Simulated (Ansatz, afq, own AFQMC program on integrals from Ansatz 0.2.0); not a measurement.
# Where AFQMC and coupled cluster stand for N2H3, doublet

```
atom    x (Å)    y (Å)    z (Å)
   N  -0.0603  -0.0531   0.6220
   N   0.0341   0.1229  -0.7009
   H   0.2133  -0.9277   1.0504
   H   0.1666   0.7675   1.1607
   H  -0.0163  -0.8095  -1.1147
```

Connectivity, by distances: NH2–NH.

Basis cc-pVDZ. Only valence electrons are correlated. AFQMC by an in-house program on the Cholesky factors that Ansatz 0.2.0 writes for its CCSD(T) run. ph-AFQMC/CISD is guided by a CISD state made of CCSD amplitudes; releasing the constraint for a short imaginary time cuts its bias at the price of noise, slowly where states lie close. Free AFQMC starts from the CCSD state and is never constrained. Its projection time is finite, and what remains of the start isn't in its error. Uncertainties: one standard error, sampling alone.

Determinant: UHF, the one that the program's search chose, which needn't be the lowest solution. The geometry is a PBE0/def2-TZVP stationary point of this or a neighbouring charge and spin state.

No full CI on the walks' own integrals is used here. The released AFQMC energy serves as the reference, which it does only where one determinant dominates, the energy is flat over the last release times and near the phaseless one (40 meV or 2 meV an electron, half that with transition metals). On small molecules, where full CI could be run and the noise was under 10 meV, such values lay within 10 meV of it in 19 cases of 20, a flattering rate, since the rule was set on those same cases; what remains of the bias isn't in the error bar.

Cautions: the released value is read at 2.40 1/Eh with a noise of 26 meV, more than in the cases checked (meV from the phaseless value at times in 1/Eh: -8 ± 15 at 0.24, -2 ± 15 at 0.51, -40 ± 15 at 0.99, -19 ± 17 at 1.62, -14 ± 26 at 2.40).

The T1 diagnostic is 0.0198. The weight of the determinant in the CISD state is 0.889, the ⟨S²⟩ of the determinant is 0.762 and the size of the correlated space is 13 electrons in 41 orbitals.

Reference: AFQMC with the constraint released, correlation energy -9.590 ± 0.026 eV.

| level | E − E(reference) (kJ/mol) | share of correlation (%) |
| --- | --- | --- |
| HF | 925.3 ± 2.5 | 0.00 |
| MP2 | 93.1 ± 2.5 | 89.94 |
| CCSD | 24.5 ± 2.5 | 97.35 |
| CCSD(T) | 2.3 ± 2.5 | 99.76 |
| ph-AFQMC/HF | -21.8 ± 9.4 | 102.35 |
| ph-AFQMC/CISD | 1.3 ± 2.8 | 99.86 |
| free AFQMC | -2.2 ± 3.4 | 100.24 |

Free projections are given only where their last times agree within the noise and don't stop above the reference; a slow remainder of the start can still hide under it. Released energies are given only where the last usable release times agree within the noise; a slower fall can still hide under it.
